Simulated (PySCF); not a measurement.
C4H3NO.
Atom-mapped SMILES: `[N:1]#[C:2][CH2:3][CH:4]=[C:5]=[O:6]`

Lines to be assigned: C 1s: 291.65 (area 1), 292.49 (area 1), 293.18 (area 1), 294.72 (area 1) eV; N 1s: 405.28 eV; O 1s: 540.34 eV.

Theory: delta-SCF UKS SCAN, pcX-2 on the ionised atom, pcseg-1 elsewhere, spin-free X2C (PySCF 2.14.0). Isolated species at its PBE0-D3(BJ)/def2-SVP geometry (one conformer only).

Q: Which carbon gives which C 1s line?

A: 291.65 eV: C4 (outer carbon of cumulated double bonds); 292.49 eV: C2 (nitrile carbon); 293.18 eV: C3 (sp3 carbon next to a nitrile); 294.72 eV: C5 (central carbon of a ketene). The listed C 1s values span 3.07 eV, from C4 (bonded to C (double bond), C and H) to C5 (bonded to O (double bond) and C (double bond)). The widest gap between neighbouring values is 1.54 eV, between 293.18 and 294.72 eV. Summing the Pauling electronegativity differences to the bonded atoms, each weighted by its formal bond order, gives -0.35 for the lowest site and +1.78 for the highest; no listed site has a larger sum than the highest. The smallest sum, -0.70, belongs to C3, 1.53 eV above the lowest.

Bonded neighbours of each site: N1: C (triple bond); C2: N (triple bond) and C; C3: 2 C and 2 H; C4: C (double bond), C and H; C5: O (double bond) and C (double bond); O6: C (double bond).

Q: What is the C 1s shift of C2 against C4?

A: 292.49 − 291.65 = +0.84 eV, or +81 kJ/mol.

Spin contamination (⟨S²⟩ against 0.75 for a pure doublet) is marked for C 1s of C5 (0.87), which makes this value less certain.

On one thread, Arm Neoverse V1, no GPU, shared host, this took 30 s wall.

Conformer computed: `[N:1]#[C:2][CH2:3][CH:4]=[C:5]=[O:6]`: C2–C3–C4–C5 -109°.
